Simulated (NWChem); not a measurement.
System: ethylene (C$_{2}$H$_{4}$); SMILES C=C

Results from NWChem. Pople sets run with spherical d functions. Structure relaxed at the PBE0/def2-SVP level. Static field.

For level PBE/6-31+G*:

```yaml
isotropic polarisability (bohr³): 24.7
anisotropy (bohr³): 15.4
```

**Question.** How do the values read with level PBE/def2-TZVPD instead?

**Answer.** 
| Property | Result |
|---|---|
| isotropic polarisability (bohr³) | 28.4 |
| anisotropy (bohr³) | 12.2 |
